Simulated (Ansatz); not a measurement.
The first iterations of a band of CH6AlN (9 atoms, charge 0, multiplicity 1).

Theory: RKS PBE0-D4/def2-TZVP (Ansatz 0.2.0).

```json
{
 "movable images": "7",
 "climbing image": "yes",
 "spring": "5.0 eV/Å²",
 "optimiser": "quadratic models (default)",
 "start path": "through a guess of the saddle point",
 "force threshold": "0.05 eV/Å",
 "iteration limit": "60",
 "end points": "relaxed"
}
```

First end point:

```xyz
9
Properties=species:S:1:pos:R:3
Al 0.454 -0.111 -0.074
N 0.781 0.137 1.649
H 0.083 0.321 2.351
H 1.695 0.104 2.070
H 1.714 -0.391 -0.999
C -1.376 -0.024 -0.740
H -1.691 -0.993 -1.140
H -2.093 0.262 0.035
H -1.466 0.694 -1.560
```

Last end point:

```xyz
9
Properties=species:S:1:pos:R:3
Al 0.511 0.659 -1.056
N 1.008 -0.017 1.019
H 0.468 0.518 1.695
H 0.760 -0.994 1.145
H 1.990 0.094 1.244
C -1.370 0.032 -0.675
H -1.409 -1.042 -0.439
H -1.815 0.560 0.182
H -2.044 0.190 -1.524
```

| iteration | highest image above the first end (eV) | largest band force component (eV/Å) |
| --- | --- | --- |
| 1 | 18.658 | 64.003 |
| 2 | 6.021 | 16.356 |
| 3 | 3.959 | 9.281 |
| 4 | 3.535 | 2.737 |
| 5 | 3.264 | 2.205 |
| 6 | 2.403 | 2.005 |
| 7 | 2.865 | 7.381 |
| 8 | 2.688 | 0.975 |

Task: Does the band converge within its limit, and where does its top end?

Result: The forces met the threshold. It ended after 26 iterations with the highest image 3.002 eV above the first end. The profile has 2 maxima (images 2, 5) with wells between them (image 3): this band takes more than one step, which may be the mechanism or a detour left from its start path. Neighbouring images differ by up to 2.5 eV, so the band resolves the path poorly. A vibrational analysis at the climbing image gives one clearly imaginary mode, 1450i cm⁻¹: a first-order saddle point. The orbitals stay closed-shell, which can raise the energy where a bond breaks towards radicals; this wasn't checked here.

Run time: 4.2 min on 4 threads of Intel(R) Xeon(R) Platinum 8259CL CPU @ 2.50GHz (Skylake/Cascade Lake), on a shared host, peak memory 0.3 GiB.
